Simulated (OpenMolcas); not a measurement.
**A workflow on AlH3F− (SMILES [H][Al-]([H])([H])[F])**

Wanted: a single-point energy (UHF/STO-3G), then the energy (CASSCF(2,2)/STO-3G), then a single-point energy (CASPT2(2,2)/STO-3G), then the energy (SC-NEVPT2(2,2)/STO-3G), then a single-point energy (MRCI(2,2)/STO-3G) of AlH3F−. 

The results are computed with OpenMolcas 26.06.

1 further run of the same task is left out (for a known fault of the program).

### Step 1. The structure to begin with

AlH3F− has 5 atoms, charge -1, and is taken as a singlet. SMILES: `[H][Al-]([H])([H])[F]`. The Al1–H5 distance was set to 2.421 Å, away from the relaxed value. At this shape a bond of the SMILES string is far longer than usual.

Bond lengths: Al1–F2 1.696 Å, Al1–H3 1.614 Å, Al1–H4 1.615 Å. Angles: F2–Al1–H3 108.1°, F2–Al1–H4 108.2°, H3–Al1–H4 110.7°.

### Step 2. The energy at UHF/STO-3G (run 1)

Contents of step1.input:

```
&GATEWAY
BasLib
$CurrDir
Coord
5
angstrom
Al       0.382256       0.662828       0.218821
F        0.394266       0.643268       1.914301
H        1.912706       0.674108      -0.293959
H       -0.391734       1.995238      -0.263469
H       -0.766190      -1.324970      -0.550240
Basis
STO-3G
Group
NoSym
&SEWARD
&SCF
UHF
Charge
-1
Scramble
0.25
PrOrbitals
1 1
```

The basis set STO-3G is read from a file made from the Basis Set Exchange's data (not shown).

On the command line:

```sh
$ export MOLCAS_MEM=1860
$ pymolcas step1.input > step1.log
```

Log:

```text
--- Start Module: gateway ---
[...]
--- Stop Module: gateway /rc=_RC_ALL_IS_WELL_ ---
--- Start Module: seward ---
[...]
      Basis functions           17
--- Stop Module: seward /rc=_RC_ALL_IS_WELL_ ---
--- Start Module: scf ---
[...]
       Convergence after  48 Iterations
[...]
::    Total SCF energy                               -338.5305024768
[...]
      Total spin, S                                     0.0723497263
[...]
      Total electronic charge=   26.000000
      Total            charge=   -1.000000
[...]
      Dipole Moment (debye):
      Origin of the operator (angstrom)=    0.3789    0.6420    0.8399
                   X=  1.4206E+00               Y=  2.4103E+00               Z=  3.1326E+00           Total=  4.2001E+00
      Center of Charge (angstrom)
[...]
--- Stop Module: scf /rc=_RC_ALL_IS_WELL_ ---
[...]
```

Wall time 2.5 s (1 thread of Arm Neoverse V1, shared host); peak memory 0.37 GiB.

### Step 3. The energy at CASSCF(2,2)/STO-3G (run 2)

Contents of step2.inp:

```
* AlFH3 CASSCF

&gateway
  baslib=$CurrDir
  coord
  5
  angstrom
  Al       0.382256       0.662828       0.218821
  F        0.394266       0.643268       1.914301
  H        1.912706       0.674108      -0.293959
  H       -0.391734       1.995238      -0.263469
  H       -0.766190      -1.324970      -0.550240
  basis=STO-3G
  group=NoSym

&seward

&rasscf
  fileorb=$CurrDir/step1.UnaOrb
  spin=1
  nactel=2 0 0
  inactive=12
  ras2=2
  orblisting=Nothing
  orbappear=Compact
```

The basis set STO-3G is read from a file made from the Basis Set Exchange's data (not shown).

On the command line:

```sh
$ export MOLCAS_MEM=1860
$ pymolcas step2.inp > step2.log
```

Log:

```text
--- Start Module: gateway ---
[...]
--- Stop Module: gateway /rc=_RC_ALL_IS_WELL_ ---
--- Start Module: seward ---
[...]
      Basis functions           17
--- Stop Module: seward /rc=_RC_ALL_IS_WELL_ ---
--- Start Module: rasscf ---
[...]
      Number of active orbitals                  2
[...]
      Spin quantum number                      0.0
[...]
      Active orbitals                            2
[...]
      Number of CSFs                             3
[...]
      Number of root(s) required                 1
[...]
      Convergence after  8 iterations
[...]
      printout of CI-coefficients larger than  0.05 for root  1
      energy=    -338.558202
      conf/sym  11     Coeff  Weight
             1  20   0.97698 0.95450
             3  02  -0.21331 0.04550
      Natural orbitals and occupation numbers for root  1
      sym 1:   1.908996   0.091004
      ************************************************************************************************************************
      *                                                    Final results                                                     *
[...]
::    RASSCF root number  1 Total energy:   -338.55820210
[...]
      Total electronic charge=   26.000000
      Total            charge=   -1.000000
[...]
      Dipole Moment (debye):
      Origin of the operator (angstrom)=    0.3789    0.6420    0.8399
                   X=  7.6975E-01               Y=  1.2830E+00               Z=  2.7107E+00           Total=  3.0962E+00
      Center of Charge (angstrom)
[...]
--- Stop Module: rasscf /rc=_RC_ALL_IS_WELL_ ---
[...]
```

It took 1.7 s on 1 thread of Arm Neoverse V1, shared host; peak memory 0.37 GiB.

### Step 4. A single-point energy at CASPT2(2,2)/STO-3G (run 3)

Contents of step3.inp:

```
* AlFH3 CASPT2

&GATEWAY
 BasLib
 $CurrDir
 Coord
 5
 angstrom
 Al       0.382256       0.662828       0.218821
 F        0.394266       0.643268       1.914301
 H        1.912706       0.674108      -0.293959
 H       -0.391734       1.995238      -0.263469
 H       -0.766190      -1.324970      -0.550240
 Basis
 STO-3G
 Group
 NoSym

&SEWARD

&RASSCF
 FileOrb
 $CurrDir/step2.RasOrb
 Spin
 1
 Nactel
 2 0 0
 Inactive
 12
 Ras2
 2
 OrbListing
 Nothing
 OrbAppear
 Compact

&CASPT2
 Imaginary
 0.1
 Frozen
 6
```

The basis set STO-3G is read from a file made from the Basis Set Exchange's data (not shown).

On the command line:

```sh
$ export MOLCAS_MEM=1860
$ pymolcas step3.inp > step3.log
```

Log:

```text
--- Start Module: gateway ---
[...]
--- Stop Module: gateway /rc=_RC_ALL_IS_WELL_ ---
[...]
      Basis functions           17
[...]
--- Start Module: rasscf ---
[...]
      Number of active orbitals                  2
[...]
      Spin quantum number                      0.0
[...]
      Active orbitals                            2
[...]
      Number of CSFs                             3
[...]
      Number of root(s) required                 1
[...]
      Convergence after  4 iterations
[...]
      printout of CI-coefficients larger than  0.05 for root  1
      energy=    -338.558202
      conf/sym  11     Coeff  Weight
             1  20   0.97698 0.95450
             3  02  -0.21331 0.04550
      Natural orbitals and occupation numbers for root  1
      sym 1:   1.908996   0.091004
      ************************************************************************************************************************
      *                                                    Final results                                                     *
[...]
::    RASSCF root number  1 Total energy:   -338.55820210
[...]
      Total electronic charge=   26.000000
      Total            charge=   -1.000000
[...]
      Dipole Moment (debye):
      Origin of the operator (angstrom)=    0.3789    0.6420    0.8399
                   X=  7.6975E-01               Y=  1.2830E+00               Z=  2.7107E+00           Total=  3.0962E+00
      Center of Charge (angstrom)
[...]
--- Stop Module: rasscf /rc=_RC_ALL_IS_WELL_ ---
--- Start Module: caspt2 ---
[...]
      E2 (Variational):          -0.0397209985
      Total energy:            -338.5979230989
[...]
      Reference weight:           0.97996
[...]
::    CASPT2 Root  1     Total energy:   -338.59792310
[...]
--- Stop Module: caspt2 /rc=_RC_ALL_IS_WELL_ ---
[...]
```

Wall time 1.8 s (1 thread of Arm Neoverse V1, shared host); peak memory 0.37 GiB.

### Step 5. A single-point energy at SC-NEVPT2(2,2)/STO-3G (run 4)

Contents of step4.inp:

```
&gateway
baslib=$CurrDir
coord
5
angstrom
Al       0.382256       0.662828       0.218821
F        0.394266       0.643268       1.914301
H        1.912706       0.674108      -0.293959
H       -0.391734       1.995238      -0.263469
H       -0.766190      -1.324970      -0.550240
basis=STO-3G
group=NoSym
&seward
&rasscf
fileorb=$CurrDir/step2.RasOrb
spin=1
nactel=2 0 0
inactive=12
ras2=2
orblisting=Nothing
orbappear=Compact
&caspt2
sc-nevpt2
frozen=6
```

The basis set STO-3G is read from a file made from the Basis Set Exchange's data (not shown).

On the command line:

```sh
$ export MOLCAS_MEM=1860
$ pymolcas step4.inp > step4.log
```

Log:

```text
--- Start Module: gateway ---
[...]
--- Stop Module: gateway /rc=_RC_ALL_IS_WELL_ ---
[...]
      Basis functions           17
[...]
--- Start Module: rasscf ---
[...]
      Number of active orbitals                  2
[...]
      Spin quantum number                      0.0
[...]
      Active orbitals                            2
[...]
      Number of CSFs                             3
[...]
      Number of root(s) required                 1
[...]
      Convergence after  4 iterations
[...]
      printout of CI-coefficients larger than  0.05 for root  1
      energy=    -338.558202
      conf/sym  11     Coeff  Weight
             1  20   0.97698 0.95450
             3  02  -0.21331 0.04550
      Natural orbitals and occupation numbers for root  1
      sym 1:   1.908996   0.091004
      ************************************************************************************************************************
      *                                                    Final results                                                     *
[...]
::    RASSCF root number  1 Total energy:   -338.55820210
[...]
      Total electronic charge=   26.000000
      Total            charge=   -1.000000
[...]
      Dipole Moment (debye):
      Origin of the operator (angstrom)=    0.3789    0.6420    0.8399
                   X=  7.6975E-01               Y=  1.2830E+00               Z=  2.7107E+00           Total=  3.0962E+00
      Center of Charge (angstrom)
[...]
--- Stop Module: rasscf /rc=_RC_ALL_IS_WELL_ ---
--- Start Module: caspt2 ---
[...]
      E2 (Variational):          -0.0390822852
[...]
      E2 (Variational):          -0.0390651646
      Total energy:            -338.5972672650
[...]
      Reference weight:           0.98057
[...]
::    SC-NEVPT2 Root  1     Total energy:   -338.59726726
[...]
--- Stop Module: caspt2 /rc=_RC_ALL_IS_WELL_ ---
[...]
```

It took 1.7 s on 1 thread of Arm Neoverse V1, shared host; peak memory 0.37 GiB.

### Step 6. The energy at MRCI(2,2)/STO-3G (run 5)

Contents of step5.inp:

```
&GATEWAY
 BasLib=$CurrDir
 Coord
 5
 angstrom
 Al       0.382256       0.662828       0.218821
 F        0.394266       0.643268       1.914301
 H        1.912706       0.674108      -0.293959
 H       -0.391734       1.995238      -0.263469
 H       -0.766190      -1.324970      -0.550240
 Basis=STO-3G
 Group=NoSym

&SEWARD

&RASSCF
 FileOrb=$CurrDir/step2.RasOrb
 Spin=1
 Nactel=2 0 0
 Inactive=12
 Ras2=2
 OrbListing=Nothing
 OrbAppear=Compact

&MOTRA
 LumOrb
 Frozen=6

&GUGA
 Electrons=14
 Spin=1
 Inactive=6
 Active=2
 CIAll=1

&MRCI
 SDCI
```

The basis set STO-3G is read from a file made from the Basis Set Exchange's data (not shown).

On the command line:

```sh
$ export MOLCAS_MEM=1860
$ pymolcas step5.inp > step5.log
```

Log:

```text
--- Start Module: gateway ---
[...]
--- Stop Module: gateway /rc=_RC_ALL_IS_WELL_ ---
[...]
      Basis functions           17
[...]
      Number of active orbitals                  2
[...]
      Spin quantum number                      0.0
[...]
      Active orbitals                            2
[...]
      Number of CSFs                             3
[...]
      Number of root(s) required                 1
[...]
      Convergence after  4 iterations
[...]
      printout of CI-coefficients larger than  0.05 for root  1
      energy=    -338.558202
      conf/sym  11     Coeff  Weight
             1  20   0.97698 0.95450
             3  02  -0.21331 0.04550
      Natural orbitals and occupation numbers for root  1
      sym 1:   1.908996   0.091004
      ************************************************************************************************************************
      *                                                    Final results                                                     *
[...]
::    RASSCF root number  1 Total energy:   -338.55820210
[...]
      Dipole Moment (debye):
      Origin of the operator (angstrom)=    0.3789    0.6420    0.8399
                   X=  7.6975E-01               Y=  1.2830E+00               Z=  2.7107E+00           Total=  3.0962E+00
      Center of Charge (angstrom)
[...]
--- Start Module: guga ---
[...]
--- Stop Module: guga /rc=_RC_ALL_IS_WELL_ ---
[...]
       (But an ACPF correction will be computed)
       USE THE DEFAULT ACPF G-VALUE GFAC=  0.14285714285714285
[...]
                      CI ENERGY:  -338.61077397
[...]
                ACPF CORRECTION:    -0.00179019
[...]
      Total electronic charge=   26.000000
      Total            charge=   -1.000000
[...]
     ACPF CORRECTION:     -0.00179019
[...]
  CI State   1     Total energy:   -338.61077397     QDav:     -0.00210048     QACPF:     -0.00179019
[...]
```

It took 1.9 s on 1 thread of Arm Neoverse V1, shared host; peak memory 0.37 GiB.

### Step 7. Outcome

| quantity | value |
| --- | --- |
| run 1, UHF/STO-3G: total energy | -338.53050 Eh |
| run 1, UHF/STO-3G: HOMO energy | 2.51 eV |
| run 1, UHF/STO-3G: LUMO energy | 15.29 eV |
| run 1, UHF/STO-3G: HOMO–LUMO gap (to an unbound level, set by the basis) | 12.78 eV |
| run 1, UHF/STO-3G: ⟨S²⟩ | 0.078 |
| run 2, CASSCF(2,2)/STO-3G: total energy | -338.55820 Eh |
| run 3, CASPT2(2,2)/STO-3G: total energy | -338.59792 Eh |
| run 4, SC-NEVPT2(2,2)/STO-3G: total energy | -338.59727 Eh |
| run 5, MRCI(2,2)/STO-3G: total energy | -338.61077 Eh |

What this shows: Mulliken charges (run 1, UHF/STO-3G) run from -0.54 on H5 to +0.78 on Al1. The HOMO (run 1, UHF/STO-3G) lies at positive energy, 2.51 eV: the electron is unbound at this level or held by a compact basis; values depend on the basis. Mulliken charges (run 3, CASPT2(2,2)/STO-3G) of the CASSCF density run from -0.47 on F2 to +0.69 on Al1; they depend strongly on the basis. Mulliken charges (run 4, SC-NEVPT2(2,2)/STO-3G) of the CASSCF density run from -0.47 on F2 to +0.69 on Al1.
